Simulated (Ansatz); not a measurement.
## How the TO(Γ) frequency of zinc-blende CdS (metastable phase) moves with the method

No measured value is used here.

```csv
level (code),value (cm⁻¹),cell (Å³/atom)
LDA (Ansatz),244,23.85
PBE (Ansatz),216,26.02
r²SCAN (Ansatz),228,25.38
```

Each level is taken at its own relaxed cell. Cutoffs and k meshes differ between the levels. Ansatz's density-functional and Hartree–Fock values are scalar-relativistic unless marked +SOC, with PAW data made under PBE.

Ansatz is an electronic-structure program.
